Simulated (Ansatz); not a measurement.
Reaction: C2H7O+ (SMILES C[OH+]C) → C2H7O+ (SMILES CC[OH2+])
Each species at its own B3LYP-D3(BJ)/def2-TZVP minimum (Ansatz, a quantum-chemistry and plane-wave program).

Total energies in hartree (Ansatz). Open shells are spin-unrestricted; no spin-orbit coupling. Cores are frozen in correlated methods. No relativity.

```csv
species,HF/cc-pVTZ,CCSD(T)/cc-pVTZ,HF/cc-pVQZ,CCSD(T)/cc-pVQZ,CCSD(T)/cc-pVDZ,CCSDT(Q)/cc-pVDZ
1: C2H7O+ (SMILES C[OH+]C),-154.44921,-155.09317,-154.46016,-155.13980,-154.92578,-154.92741
2: C2H7O+ (SMILES CC[OH2+]),-154.45832,-155.10564,-154.46937,-155.15274,-154.93828,-154.93992
```

Question: Work out the isomerisation energy (electronic) in kJ/mol: take Hartree-Fock from cc-pVQZ, extrapolate the CCSD(T) correlation energy as X^-3 (X = 3, 4), and add CCSDT(Q) - CCSD(T) in cc-pVDZ. 1 hartree = 2625.5 kJ/mol.

Answer: 
Species 1: correlation (64·(-0.67964) - 27·(-0.64396))/37 = -0.70568; step -0.00163; E1 = -154.46016 + (-0.70568) + (-0.00163) = -155.16747
Species 2: correlation (64·(-0.68337) - 27·(-0.64732))/37 = -0.70968; step -0.00164; E2 = -154.46937 + (-0.70968) + (-0.00164) = -155.18069
-1·E1 +1·E2 = -0.01322 hartree = -34.7 kJ/mol.
